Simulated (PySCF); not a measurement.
Compound: acetyl chloride, C2H3ClO.
SMILES: `CC(=O)Cl`

The closed-shell ground state was solved at several levels (PySCF, density fitting, gas phase, non-relativistic). Isolated species at its PBE0-D3(BJ)/def2-SVP geometry, gas phase.

```json
{"level": "PBE0/pcSseg-1", "basis functions": "90", "HOMO (eV)": "-8.67", "LUMO (eV)": "-1.05", "gap (eV)": "7.62", "dipole (D)": "2.88"}
{"level": "mPW1PW91/pcSseg-2", "basis functions": "193", "HOMO (eV)": "-8.67", "LUMO (eV)": "-1.12", "gap (eV)": "7.55", "dipole (D)": "2.87"}
```

(1) Estimate the row for CAM-B3LYP/def2-SVPD, a basis of 114 functions; the other rows only guide the guess.

(2) Over all these levels, which gives the widest orbital gap and which the narrowest?

(3) How far do the dipole and the HOMO energy spread over the levels?

## Answers

(1) HOMO -10.14 eV, LUMO -0.02 eV, gap 10.12 eV, dipole 2.86 D.

(2) CAM-B3LYP/def2-SVPD (range-separated hybrid) has the widest, 10.12 eV, and mPW1PW91/pcSseg-2 (global hybrid, 25 % exact exchange) the narrowest, 7.55 eV. Functional and basis both differ between the two, so the spread mixes both effects.

(3) The dipole runs from 2.86 to 2.88 D (mean 2.87 D) and the HOMO from -10.14 to -8.67 eV.
